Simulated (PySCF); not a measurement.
**Name the molecule from its bond curve**

A diatomic of charge 0 contains Cl. Its singlet curve at PBE0 in a triple-zeta basis (no relativity, PySCF), in eV from the separated fragments:

R (Å), E (eV) and a bar:
```
    1.479     -4.353 ##########################
    1.548     -4.897 ############
    1.617     -5.194 ####
    1.668     -5.299 #
    1.720     -5.328 
    1.772     -5.299 #
    1.840     -5.195 ####
    1.926     -4.992 #########
    2.030     -4.682 #################
    2.167     -4.216 ##############################
```

The fit gives ωe = 841 cm⁻¹ and the rotational constant Bₑ = 0.6822 cm⁻¹.

Problem. Which atom is the partner?

Solution. The minimum lies at 1.718 Å, so the reduced mass is 16.8576 u Å² cm⁻¹/(Bₑ·Re²) = 8.372 u. With Cl at 34.97 u the partner weighs about 11.0 u: B. The molecule is BCl.
